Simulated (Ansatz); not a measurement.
Mulliken charges of CH$_{3}$NOS (`CN=S=O`) from B3LYP/def2-TZVPP in Ansatz (PBE0-D4/def2-TZVP geometry).

```json
{"atom": "C1", "x (Å)": "0.248", "y (Å)": "0.769", "z (Å)": "0.006", "charge (e)": "-0.176"}
{"atom": "N2", "x (Å)": "-0.966", "y (Å)": "0.010", "z (Å)": "0.181", "charge (e)": "-0.266"}
{"atom": "S3", "x (Å)": "-1.059", "y (Å)": "-1.491", "z (Å)": "0.097", "charge (e)": "0.520"}
{"atom": "O4", "x (Å)": "0.137", "y (Å)": "-2.270", "z (Å)": "-0.179", "charge (e)": "-0.426"}
{"atom": "H5", "x (Å)": "0.098", "y (Å)": "1.475", "z (Å)": "-0.815", "charge (e)": "0.116"}
{"atom": "H6", "x (Å)": "0.420", "y (Å)": "1.360", "z (Å)": "0.909", "charge (e)": "0.116"}
{"atom": "H7", "x (Å)": "1.122", "y (Å)": "0.147", "z (Å)": "-0.199", "charge (e)": "0.116"}
```

Problem. By hand: the dipole of these point charges (1 e Å = 4.8032 D).

Solution. Σ q r = (-0.205, 0.400, 0.065) e Å, of length 0.454 e Å = 2.18 D.

Problem. How does the dipole of the full density compare? (Estimate.)

Solution. Computed: (-0.011, 0.352, 0.026) e Å, 1.70 D; the point charges give 1.28 times that, at 26° from its direction.

Point charges leave out the atoms' own dipoles, such as those of lone pairs, and Mulliken's split depends on the basis, so the two needn't agree.

B3LYP here is the variant with VWN-RPA as its local correlation; programs differ in this.
